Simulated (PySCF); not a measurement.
Identify the unknown among the candidates.

All candidates are C4H8O2.

| technique | computed result |
| --- | --- |
| Dipole | 1.66 D [PBE0/pcSseg-1] |
| 13C NMR | chemical shifts (computed TMS as zero) by class: 182.5 (1 C), 36.4 (1 C), 21.7 (2 C) ppm [GIAO PBE0/pcSseg-1] |
| Rotational structure | rotational constants A, B, C: 5.038, 2.900, 2.386 GHz [GFN2-xTB] |
| 1H NMR | chemical shifts (computed TMS as zero) by class: 5.97 (1 H), 2.56 (1 H), 1.25 (6 H) ppm [GIAO PBE0/pcSseg-1] |
| NMR, other nuclei | isotropic shieldings of nuclei other than C and H, by class: -83 (1 O), 125 (1 O) ppm [GIAO PBE0/pcSseg-1] |

Gas-phase values; electronic properties from PySCF, density fitting. Levels stand in brackets. One conformer (not necessarily the lowest) at the GFN2-xTB geometry, without solvent, vibrations or thermal averaging. Each NMR value is the plain mean over a class of atoms that symmetry, rotation or inversion makes alike.

Question: Which candidate is it?
A. `C1COCCO1` (1,4-dioxane)
B. `CC(C)C(=O)O` (isobutyric acid)
C. `CC1OCCO1` (2-methyl-1,3-dioxolane)

Answer: B. It is `CC(C)C(=O)O`. Numbering: `[CH3:1][CH:2]([CH3:3])[C:4](=[O:5])[OH:6]`. Its formula, C4H8O2, gives 1 degree of unsaturation: 0 rings and 1 π bond in the structure found. 4 carbons fall into 3 classes; from least to most shielded: carboxylic acid carbon [C4] (182.5 ppm), sp3 carbon next to a carbonyl [C2] (36.4 ppm), methyl carbon [C1/C3] (21.7 ppm, 2 C, up to 3.2 ppm apart in this geometry). Hydrogen classes from least to most shielded: 1 H on an acid hydroxyl oxygen, O6 (5.97 ppm), 1 H on an sp3 carbon next to a carbonyl, C2 (2.56 ppm), 6 H on 2 methyl carbons, C1/C3 (1.25 ppm, a mean of values up to 0.8 ppm apart in this geometry). The other shieldings belong to: -83 ppm, acid carbonyl oxygen [O5]; 125 ppm, acid hydroxyl oxygen [O6]. The optimised geometry has point group C1 and is an asymmetric top.

The others, at the same levels:
- `C1COCCO1` fails: it has 1 carbon class against 3; its computed 13C shifts are 71.2 (4 C) ppm, 1H shifts are 3.71 (8 H) ppm and smallest rotational constant is 2.756 GHz (against 2.386 GHz).
- `CC1OCCO1` fails: its computed 13C shifts are 109.7 (1 C), 68.8 (2 C), 24.4 (1 C) ppm, 1H shifts are 5.74 (1 H), 4.08 (2 H), 4.02 (2 H), 1.18 (3 H) ppm and rotational constant A is 6.397 GHz (against 5.038 GHz).

Each candidate is one conformer, not necessarily the lowest. Dipoles, sizes and rotational constants follow the conformer. The torsions of the flexible species, by atom-mapped SMILES:
- `[CH3:1][CH:2]([CH3:3])[C:4](=[O:5])[OH:6]`: C1–C2–C4–O5 34°, H–O6–C4–C2 -178°

The conformers of `CC1OCCO1` aren't listed.
